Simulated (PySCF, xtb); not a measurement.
benzene cation (C₆H₆), SMILES c1ccccc1 (connectivity only; charge and spin as stated), charge +1, multiplicity 2.

Harmonic wavenumbers (cm⁻¹) from GFN2-xTB in xtb at its own minimum, in rising order: 128, 328, 335, 546, 648, 653, 675, 854, 855, 893, 908, 914, 1007, 1021, 1047, 1117, 1122, 1132, 1214, 1310, 1359, 1368, 1388, 1435, 2994, 2997, 3014, 3017, 3110, 3110.

### Question
What does PySCF with PBE-D3(BJ)/def2-SVP give at its own minimum? (Estimate from the structure and the level; the computed values follow.)

### Answer
247, 279, 328, 331, 585, 658, 752, 871, 927, 948, 966, 971, 972, 989, 1005, 1044, 1152, 1167, 1313, 1322, 1395, 1407, 1500, 1637, 3132, 3135, 3147, 3149, 3157, 3160. Paired by order, the mean absolute difference is 73 cm⁻¹ and the zero-point energies are 57.9 and 59.5 kcal/mol.
